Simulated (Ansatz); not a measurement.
```xyz
13

C    -1.019   -0.291    0.132
C     0.320   -0.744    0.698
C     1.287   -0.172   -0.326
O     0.693    1.024   -0.808
C    -0.668    1.087   -0.407
H    -1.821   -0.264    0.872
H    -1.330   -0.952   -0.682
H     0.407   -1.827    0.803
H     0.491   -0.291    1.679
H     2.268    0.067    0.094
H     1.433   -0.871   -1.161
H    -1.277    1.380   -1.267
H    -0.783    1.854    0.370
```

Charge 0, multiplicity 1.

**Question.** List the PBE/def2-TZVPP orbital energies in eV (Ansatz). (Best estimate.)

**Answer.** Computed: Occupied: -510.01, -269.91, -269.91, -268.95, -268.95, -25.76, -19.47, -18.21, -14.65, -14.38, -12.34, -12.07, -10.50, -10.34, -9.71, -8.61, -8.43, -7.94, -7.40, -5.44. Lowest empty: 0.40, 1.17, 1.49, 1.85, 1.96, 2.19, 2.55, 2.81.
